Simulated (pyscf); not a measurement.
# Four-centre exchange: `[Cl][Ga]([Cl])[Cl]` + `[FH]` → `[ClH]` + `[F][Ga]([Cl])[Cl]`

Gas phase, singlet surface, charge 0. Bonds broken: Cl1–Ga2, F5–H6. Bonds formed: Cl1–H6, Ga2–F5. Optimised with ωB97X-D3(BJ)/def2-SVP in PySCF.

Transition state (Å):

```xyz
6

Cl     0.0887     0.6278     1.2444
Ga    -1.6044    -0.4467    -0.0926
Cl    -1.4541    -2.5474     0.1009
Cl    -3.4103     0.6497     0.0026
F     -0.3788     0.2686    -1.3035
H      0.2370     0.6775    -0.1823
```

One imaginary mode, 465i cm⁻¹; descent along it reached the two sides named, in the forms told below.

```csv
bond,change,reactant side (Å),saddle,product side
Cl1–Ga2,breaks,2.165,2.410,2.583
F5–H6,breaks,0.944,1.343,2.074
Cl1–H6,forms,2.354,1.435,1.299
Ga2–F5,forms,2.164,1.865,1.769
```

Electronic energies relative to the separated reactants (kJ/mol):

```json
[
 {"level": "ωB97X-D3(BJ)/def2-TZVP", "barrier": "5.4", "reaction energy": "+38.3", "reverse barrier": "-32.9"},
 {"level": "PBE/def2-TZVP", "barrier": "-4.5", "reaction energy": "+27.8", "reverse barrier": "-32.3"},
 {"level": "r²SCAN/def2-TZVP", "barrier": "-9.6", "reaction energy": "+28.0", "reverse barrier": "-37.6"},
 {"level": "B3LYP-D3(BJ)/def2-TZVP", "barrier": "6.3", "reaction energy": "+30.5", "reverse barrier": "-24.1"},
 {"level": "PBE0-D3(BJ)/def2-TZVP", "barrier": "2.9", "reaction energy": "+36.9", "reverse barrier": "-34.0"},
 {"level": "M06-2X/def2-TZVP", "barrier": "3.0", "reaction energy": "+33.4", "reverse barrier": "-30.4"},
 {"level": "ωB97M-D3(BJ)/def2-TZVP", "barrier": "8.5", "reaction energy": "+29.8", "reverse barrier": "-21.3"},
 {"level": "HF/def2-TZVP", "barrier": "61.2", "reaction energy": "+29.8", "reverse barrier": "31.4"}
]
```

With ωB97M-D3(BJ)/def2-TZVP energies and thermal terms (ideal gas, 1 atm, RRHO with modes under 100 cm⁻¹ raised to 100, one conformer, R ln 2 for rigid chiral ones), in kJ/mol:

```
T (K)   ΔH‡    ΔG‡     ΔH     ΔG
-----  ----  -----  -----  -----
298     0.5   40.3  +24.7  +21.3
600    -0.3   81.3  +24.1  +18.2
900     1.0  121.8  +24.1  +15.3
1200    3.1  161.8  +24.3  +12.3
```

On the reactant side the descent ends in an adduct with a F–Ga contact, 45.5 kJ/mol under the separated species and 50.9 kJ/mol under the saddle at ωB97X-D3(BJ)/def2-TZVP. On the product side the descent ends in an adduct with a Cl–Ga contact, 48.5 kJ/mol under the separated species and 15.6 kJ/mol under the saddle at ωB97X-D3(BJ)/def2-TZVP. At PBE, r²SCAN the saddle lies under the separated reactants, which points to a path from their complex (located at ωB97X-D3(BJ) alone). At ωB97X-D3(BJ), PBE, r²SCAN, B3LYP-D3(BJ), PBE0-D3(BJ), M06-2X, ωB97M-D3(BJ) the saddle lies under the separated products, which points to a path from their complex (located at ωB97X-D3(BJ) alone), and parting the products costs more than the saddle. What is counted as formed (F–Ga) is already present as a longer contact in the reactant adduct; forming that adduct is a step of its own. What is counted as broken (Cl–Ga) persists as a longer contact in the product adduct; parting that adduct is a step of its own. This is the saddle that the search found; another between the same sides may lie lower. Elements up to Kr have no core potential and no relativistic terms here.
